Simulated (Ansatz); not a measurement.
# C4H6 (1-methylcyclopropene), step by step

Aim: a series of 18 runs (HF/STO-3G, UHF/STO-3G, HF/3-21G, UHF/3-21G, HF/6-31G*, UHF/6-31G*, B3LYP/6-31G*, PBE/def2-SVP, and more) of C4H6. 

Program for the calculation: Ansatz 0.2.0.

## 1. Starting point

C4H6: 10 atoms, total charge 0, spin state singlet. As SMILES, `CC1=CC1`. Geometry: relaxed at PBE0-D4/def2-TZVP. The run starts from this shape.

Bond lengths: C1–C2 1.466 Å, C2–C3 1.289 Å, C2–C4 1.499 Å, C3–C4 1.499 Å, C1–H5 1.091 Å, C1–H6 1.094 Å, C1–H7 1.094 Å, C3–H8 1.077 Å, C4–H9 1.092 Å, C4–H10 1.092 Å. Some angles: C1–C2–C3 152.0°, C1–C2–C4 143.5°, C3–C2–C4 64.5°, C2–C3–C4 64.5°, C2–C4–C3 50.9°, C2–C1–H5 111.7°, C2–C1–H6 110.4°, C2–C1–H7 110.4°, C2–C3–H8 150.2°, C4–C3–H8 145.2°.

## 2. A structure relaxation at HF/STO-3G (run 1)

File job.yaml:

```yaml
crystal:
  periodic: [false, false, false]
  atoms:
    - {symbol: C, position_ang: [-1.052000, 0.764450, -0.696000]}
    - {symbol: C, position_ang: [-0.077490, -0.131870, -0.065620]}
    - {symbol: C, position_ang: [0.394240, -1.304990, 0.184780]}
    - {symbol: C, position_ang: [1.141980, -0.163730, 0.805090]}
    - {symbol: H, position_ang: [-1.795560, 0.210480, -1.271520]}
    - {symbol: H, position_ang: [-1.567100, 1.360960, 0.062940]}
    - {symbol: H, position_ang: [-0.545630, 1.469970, -1.361510]}
    - {symbol: H, position_ang: [0.347530, -2.374650, 0.071740]}
    - {symbol: H, position_ang: [1.046760, 0.029530, 1.875710]}
    - {symbol: H, position_ang: [2.107280, 0.139860, 0.394370]}
basis:
  gaussian: {orbitals: STO-3G}
relax: {f_tol: 0.002}
hamiltonian: {xc: hf}
output: {orbitals: {seedname: orbitals}}
```

Command:

```
$ ansatz run job.yaml --threads 1 --pin off --max-ram 3480MiB --events-out events.jsonl --progress --plain --runs-dir runs
```

What it wrote:

```text
Warning: RAYON_NUM_THREADS=1 ignored (pool sized by the plan → 1); use --threads N
The last accepted step is kept in runs//last_step.txt (removed where the run ends without a failure and the disk answers)
[... 62 lines left out ...]
Total energy: -4163.14401251 eV, -152.9927205794 hartree
[... 10 lines left out ...]
Dipole moment:    -0.140082     0.019005    -0.098829 e Å
```

Wall time 3.6 s (1 thread of Intel Xeon Platinum 8559C (Emerald Rapids), shared host); peak memory 0.11 GiB.

The path in brief:

| step | energy from the first frame kept (eV) | largest force (eV/Å) |
| --- | --- | --- |
| 1 | 0.0000 | 2.3117 |
| 2 | -0.0333 | 0.3647 |
| 3 | -0.0347 | 0.0446 |
| 4 | -0.0347 | 0.0248 |
| 5 | -0.0348 | 0.0055 |
| 6 | -0.0348 | 0.0056 |
| 7 | -0.0348 | 0.0065 |
| 8 | -0.0348 | 0.0007 |

After the run. Bond lengths: C1–C2 1.500 Å, C2–C3 1.279 Å, C2–C4 1.496 Å, C3–C4 1.492 Å, C1–H5 1.087 Å, C1–H6 1.088 Å, C1–H7 1.088 Å, C3–H8 1.074 Å, C4–H9 1.087 Å, C4–H10 1.087 Å. Some angles: C1–C2–C3 151.4°, C1–C2–C4 144.1°, C3–C2–C4 64.5°, C2–C3–C4 64.8°, C2–C4–C3 50.7°, C2–C1–H5 110.7°, C2–C1–H6 110.4°, C2–C1–H7 110.4°, C2–C3–H8 150.4°, C4–C3–H8 144.8°.

## 3. The harmonic vibrations at HF/STO-3G (run 2)

File job.yaml:

```yaml
crystal:
  periodic: [false, false, false]
  atoms:
    - symbol: C
      position_ang: [-1.065548, 0.780580, -0.704420]
    - symbol: C
      position_ang: [-0.065720, -0.130890, -0.056906]
    - symbol: C
      position_ang: [0.396632, -1.298287, 0.186789]
    - symbol: C
      position_ang: [1.151798, -0.173930, 0.811510]
    - symbol: H
      position_ang: [-1.795499, 0.208382, -1.271003]
    - symbol: H
      position_ang: [-1.589040, 1.364974, 0.049790]
    - symbol: H
      position_ang: [-0.565350, 1.473315, -1.378440]
    - symbol: H
      position_ang: [0.347037, -2.365058, 0.071578]
    - symbol: H
      position_ang: [1.067794, 0.015611, 1.878956]
    - symbol: H
      position_ang: [2.117906, 0.125313, 0.412125]
basis:
  gaussian:
    orbitals: STO-3G
hamiltonian:
  xc: hf
phonons:
  temperatures:
    t_min: 298.15
    t_max: 298.15
    t_step: 1
```

Command:

```
$ ansatz run job.yaml --threads 1 --pin off --max-ram 3480MiB --events-out events.jsonl --progress --plain --runs-dir runs
```

What it wrote:

```text
Warning: RAYON_NUM_THREADS=1 ignored (pool sized by the plan → 1); use --threads N
[... 326 lines left out ...]
Total energy: -4163.14401137 eV, -152.9927205374 hartree
[... 10 lines left out ...]
Dipole moment:    -0.140082     0.019005    -0.098829 e Å
Vibrations: 120.39 374.70 379.33 840.65 946.57 1149.28 1180.60 1184.67 1261.32 1309.53 1317.04 1408.02 1503.91 1709.44 1805.58 1810.64 1838.49 2241.92 3560.14 3583.58 3721.99 3729.45 3746.23 3805.23 cm⁻¹, zero-point energy 2.760428 eV
```

Wall time 20 s (1 thread of Intel Xeon Platinum 8559C (Emerald Rapids), shared host); peak memory 0.11 GiB.

Runs 3 to 12 aren't shown in full; the table further down has their settings and results.

## 4. A geometry optimisation at B3LYP/6-31G(d) (Cartesian functions) (run 13)

File in.yaml:

```yaml
crystal:
  periodic: [false, false, false]
  atoms:
    - {symbol: C, position_ang: [-1.052000, 0.764450, -0.696000]}
    - {symbol: C, position_ang: [-0.077490, -0.131870, -0.065620]}
    - {symbol: C, position_ang: [0.394240, -1.304990, 0.184780]}
    - {symbol: C, position_ang: [1.141980, -0.163730, 0.805090]}
    - {symbol: H, position_ang: [-1.795560, 0.210480, -1.271520]}
    - {symbol: H, position_ang: [-1.567100, 1.360960, 0.062940]}
    - {symbol: H, position_ang: [-0.545630, 1.469970, -1.361510]}
    - {symbol: H, position_ang: [0.347530, -2.374650, 0.071740]}
    - {symbol: H, position_ang: [1.046760, 0.029530, 1.875710]}
    - {symbol: H, position_ang: [2.107280, 0.139860, 0.394370]}
basis:
  gaussian:
    orbitals: "6-31G*"
hamiltonian:
  xc: {name: B3LYP}
relax:
  f_tol: 0.002
output: {orbitals: {seedname: orbitals}}
```

Command:

```
$ ansatz run in.yaml --threads 1 --pin off --max-ram 3480MiB --events-out events.jsonl --progress --plain --runs-dir runs
```

What it wrote, shortened:

```text
Warning: RAYON_NUM_THREADS=1 ignored (pool sized by the plan → 1); use --threads N
[... 1 set-up line as earlier in the session ...]
[... 52 lines left out ...]
Total energy: -4243.46834090 eV, -155.9445852021 hartree
[... 10 lines left out ...]
Dipole moment:    -0.151933     0.036845    -0.105972 e Å
```

Run time: 11 s. Hardware: 1 thread of Intel Xeon Platinum 8559C (Emerald Rapids), shared host; peak memory 0.17 GiB.

The path in brief:

| step | energy from the first frame kept (eV) | largest force (eV/Å) |
| --- | --- | --- |
| 1 | 0.0000 | 0.5490 |
| 2 | -0.0095 | 0.1372 |
| 3 | -0.0106 | 0.0306 |
| 4 | -0.0107 | 0.0103 |
| 5 | -0.0107 | 0.0040 |
| 6 | -0.0107 | 0.0024 |

After the run. Bond lengths: C1–C2 1.479 Å, C2–C3 1.297 Å, C2–C4 1.512 Å, C3–C4 1.507 Å, C1–H5 1.095 Å, C1–H6 1.098 Å, C1–H7 1.098 Å, C3–H8 1.080 Å, C4–H9 1.096 Å, C4–H10 1.096 Å. Some angles: C1–C2–C3 152.0°, C1–C2–C4 143.6°, C3–C2–C4 64.4°, C2–C3–C4 64.7°, C2–C4–C3 50.9°, C2–C1–H5 111.7°, C2–C1–H6 110.6°, C2–C1–H7 110.6°, C2–C3–H8 149.9°, C4–C3–H8 145.3°.

Runs 14 to 17 aren't shown in full; the table further down has their settings and results.

## 5. The harmonic vibrations at MP2/6-31G(d) (Cartesian functions) (run 18)

File run.yaml:

```yaml
crystal:
  periodic: [false, false, false]
  atoms:
    - symbol: C
      position_ang: [-1.059958, 0.775383, -0.700828]
    - symbol: C
      position_ang: [-0.076938, -0.126600, -0.064717]
    - symbol: C
      position_ang: [0.398517, -1.315007, 0.186826]
    - symbol: C
      position_ang: [1.149749, -0.165258, 0.810751]
    - symbol: H
      position_ang: [-1.800215, 0.211205, -1.273898]
    - symbol: H
      position_ang: [-1.579925, 1.368935, 0.058148]
    - symbol: H
      position_ang: [-0.554904, 1.477204, -1.372446]
    - symbol: H
      position_ang: [0.351068, -2.387373, 0.072648]
    - symbol: H
      position_ang: [1.055844, 0.025324, 1.882591]
    - symbol: H
      position_ang: [2.116770, 0.136196, 0.400906]
basis:
  gaussian: {orbitals: "6-31G*"}
correlation: {method: mp2}
phonons: {temperatures: {t_min: 298.15, t_max: 298.15, t_step: 1}}
```

Command:

```
$ ansatz run run.yaml --threads 1 --pin off --max-ram 3480MiB --events-out events.jsonl --progress --plain --runs-dir runs
```

What it wrote:

```text
Warning: RAYON_NUM_THREADS=1 ignored (pool sized by the plan → 1); use --threads N
[... 26 lines left out ...]
4 core orbitals not correlated: weight in the atoms' cores, before any rotation towards them, 1.000 or more for the frozen orbitals, at most 0.000 for the correlated occupied ones
[... 145 lines left out ...]
4 core orbitals not correlated: weight in the atoms' cores, before any rotation towards them, 1.000 or more for the frozen orbitals, at most 0.000 for the correlated occupied ones
[... 145 lines left out ...]
4 core orbitals not correlated: weight in the atoms' cores, before any rotation towards them, 1.000 or more for the frozen orbitals, at most 0.000 for the correlated occupied ones
[... 145 lines left out ...]
Dipole moment:    -0.139553     0.027386    -0.097807 e Å
[... 1 line left out ...]
Checks for a lower state left out: cluster_reference
```

It took 96 s on 1 thread of Intel Xeon Platinum 8559C (Emerald Rapids), shared host; peak memory 0.18 GiB.

## 6. Overview of the runs

| run | level | task | walk f tol | partner | energy (Eh) | dipole moment (D) | wall time |
| --- | --- | --- | --- | --- | --- | --- | --- |
| 1 | HF/STO-3G | optimise | 0.002 | base | -152.992721 | 0.83 | 3.6 s |
| 2 | HF/STO-3G | frequencies | – | base | -152.992721 | 0.83 | 20 s |
| 3 | UHF/STO-3G | energy | – | cation | -152.733819 | – | 0.2 s |
| 4 | UHF/STO-3G | optimise | – | cation | -152.754374 | – | 2.3 s |
| 5 | HF/3-21G | optimise | 0.002 | base | -153.990166 | 0.90 | 3.9 s |
| 6 | HF/3-21G | frequencies | – | base | -153.990166 | 0.90 | 23 s |
| 7 | UHF/3-21G | energy | – | cation | -153.685368 | – | 0.3 s |
| 8 | UHF/3-21G | optimise | – | cation | -153.698308 | – | 4.2 s |
| 9 | HF/6-31G* (Cartesian functions) | optimise | 0.002 | base | -154.868052 | 0.89 | 8.7 s |
| 10 | HF/6-31G* (Cartesian functions) | frequencies | – | base | -154.868052 | 0.89 | 55 s |
| 11 | UHF/6-31G* (Cartesian functions) | energy | – | cation | -154.573068 | – | 0.73 s |
| 12 | UHF/6-31G* (Cartesian functions) | optimise | – | cation | -154.584290 | – | 7.5 s |
| 13 | B3LYP/6-31G* (Cartesian functions) | optimise | 0.002 | base | -155.944585 | 0.91 | 11 s |
| 14 | B3LYP/6-31G* (Cartesian functions) | frequencies | – | base | -155.944585 | 0.91 | 88 s |
| 15 | PBE/def2-SVP | optimise | 0.002 | base | -155.617961 | 0.97 | 9.9 s |
| 16 | PBE/def2-SVP | frequencies | – | base | -155.617961 | 0.97 | 65 s |
| 17 | MP2/6-31G* (Cartesian functions) | optimise | 0.002 | base | -155.381293 | 0.83 | 13 s |
| 18 | MP2/6-31G* (Cartesian functions) | frequencies | – | base | -155.381293 | 0.83 | 96 s |

## 7. What came out

```
                                                                          quantity          value
                                                  run 18, MP2/6-31G*: total energy  -155.38129 Eh
                            run 18, MP2/6-31G*: dipole moment (correlated density)         0.83 D
                   run 18, MP2/6-31G*: correlation energy (4 core orbitals frozen)     -514.8 mEh
                                      run 18, MP2/6-31G*: largest force on an atom     0.003 eV/Å
                                    run 18, MP2/6-31G*: lowest harmonic wavenumber       154 cm⁻¹
                                   run 18, MP2/6-31G*: highest harmonic wavenumber      3337 cm⁻¹
                                             run 18, MP2/6-31G*: zero-point energy   227.2 kJ/mol
                     vertical ionisation energy (to the doublet cation), HF/STO-3G       7.045 eV
                      vertical ionisation energy (to the doublet cation), HF/3-21G       8.294 eV
                     vertical ionisation energy (to the doublet cation), HF/6-31G*       8.027 eV
adiabatic ionisation energy (to the doublet cation, no zero-point term), HF/STO-3G       6.486 eV
 adiabatic ionisation energy (to the doublet cation, no zero-point term), HF/3-21G       7.942 eV
adiabatic ionisation energy (to the doublet cation, no zero-point term), HF/6-31G*       7.722 eV
```

What this shows: At HF/STO-3G: the vertical ionisation energy comes to 7.05 eV (680 kJ/mol). In a minimal basis such a difference can be off by several eV, whatever the method. At HF/3-21G: removing an electron at fixed nuclei costs 8.29 eV (800 kJ/mol). At HF/6-31G*: the vertical ionisation energy comes to 8.03 eV (185 kcal/mol). At HF/STO-3G: the adiabatic ionisation energy (to the doublet cation, no zero-point term) is 6.49 eV (150 kcal/mol). At HF/3-21G: the adiabatic ionisation energy (to the doublet cation, no zero-point term) is 7.94 eV (766 kJ/mol). Totals of different functionals can't be ranked against each other. In runs 1, 2, 3, 4 the basis is minimal, so the values are rough. All runs together took 6.9 min, the longest 96 s.
